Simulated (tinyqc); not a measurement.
Extended Hueckel theory, for NH3, step by step. Computed by tinyqc, a small Python program that keeps every step (integrals from PySCF). Settings: charge = 0, K = 1.5, multiplicity = 1. Command: `OMP_NUM_THREADS=1 python tinyqc.py 22947 22948 out.jsonl` (the two numbers bound the seeds that draw the settings). One thread of a shared host (Intel(R) Xeon(R) Processor @ 2.60GHz), about 0.01 s of CPU time with the checks.

## Overlaps

Geometry (angstrom):
```
atom,x,y,z
N,0.000000,0.000000,0.132000
H,1.013000,0.000000,0.000000
H,-0.506000,0.877000,0.000000
H,-0.506000,-0.877000,0.000000
```

Parameters chosen for this run:
```
element,shell,Slater exponent,H_ii (eV)
N,2s,1.950000,-26.000000
N,2p,1.950000,-13.400000
H,1s,1.300000,-13.600000
```

Slater orbitals, each expanded in six Gaussians scaled to its exponent.

overlap S:
```
,1N 2s,1N 2px,1N 2py,1N 2pz,2H 1s,3H 1s,4H 1s
1N 2s,1.000000,0.000000,0.000000,0.000000,0.476722,0.477028,0.477028
1N 2px,0.000000,1.000000,0.000000,0.000000,0.436258,-0.218109,-0.218109
1N 2py,0.000000,0.000000,1.000000,0.000000,0.000000,0.378027,-0.378027
1N 2pz,0.000000,0.000000,0.000000,1.000000,-0.056847,-0.056898,-0.056898
2H 1s,0.476722,0.436258,0.000000,-0.056847,1.000000,0.154620,0.154620
3H 1s,0.477028,-0.218109,0.378027,-0.056898,0.154620,1.000000,0.154619
4H 1s,0.477028,-0.218109,-0.378027,-0.056898,0.154620,0.154619,1.000000
```

## Wolfsberg-Helmholz matrix

diagonal H_ii (eV): 1N 2s -26.000000, 1N 2px -13.400000, 1N 2py -13.400000, 1N 2pz -13.400000, 2H 1s -13.600000, 3H 1s -13.600000, 4H 1s -13.600000

K = 1.500000

H_ij = K' S_ij (H_ii + H_jj)/2 for i != j (the diagonal keeps H_ii), with K' = 1.5.

H (eV):
```
,1N 2s,1N 2px,1N 2py,1N 2pz,2H 1s,3H 1s,4H 1s
1N 2s,-26.000000,0.000000,0.000000,0.000000,-14.158643,-14.167743,-14.167743
1N 2px,0.000000,-13.400000,0.000000,0.000000,-8.834216,4.416705,4.416705
1N 2py,0.000000,0.000000,-13.400000,0.000000,0.000000,-7.655040,7.655040
1N 2pz,0.000000,0.000000,0.000000,-13.400000,1.151152,1.152184,1.152184
2H 1s,-14.158643,-8.834216,0.000000,1.151152,-13.600000,-3.154256,-3.154256
3H 1s,-14.167743,4.416705,-7.655040,1.152184,-3.154256,-13.600000,-3.154218
4H 1s,-14.167743,4.416705,7.655040,1.152184,-3.154256,-3.154218,-13.600000
```

## Orbitals

valence electrons = 8

Solve H C = S C e through S^(-1/2); fill by pairs from the bottom, a degenerate level sharing its electrons equally; each orbital has its largest coefficient positive (the first on a tie).

orbital energies (eV): -26.480207  -15.620233  -15.619214  -13.437385  -2.620215  -2.605546  5.615036

occupations: 2.000000  2.000000  2.000000  2.000000  0.000000  0.000000  0.000000

coefficients:
```
,MO1,MO2,MO3,MO4,MO5,MO6,MO7
1N 2s,0.863633,0.000000,0.000002,0.059177,0.001048,0.000000,1.164608
1N 2px,0.000014,0.000000,0.615622,-0.000011,1.063410,0.000000,-0.001366
1N 2py,0.000000,0.615534,0.000000,0.000000,0.000000,1.063898,0.000000
1N 2pz,0.007317,0.000000,0.000014,0.993512,-0.000153,0.000000,-0.169140
2H 1s,0.089973,0.000000,0.450951,-0.031948,-0.994517,0.000000,-0.727109
3H 1s,0.090049,0.390426,-0.225333,-0.031951,0.495990,-0.860875,-0.729477
4H 1s,0.090049,-0.390426,-0.225333,-0.031951,0.495990,0.860875,-0.729477
```

sum of one-electron energies = -142.314078 eV

## Mulliken analysis

P = C n C^T; charge = valence electrons (N 5, H 1) minus the sum of (P S)_ii on the atom; overlap population = 2 sum P_ij S_ij between two atoms.

charges: 1N -0.943025, 2H 0.314216, 3H 0.314405, 4H 0.314405

Overlap populations:
```
pair,value
2-1,0.636085
3-1,0.636273
3-2,-0.057204
4-1,0.636273
4-2,-0.057204
4-3,-0.057226
```
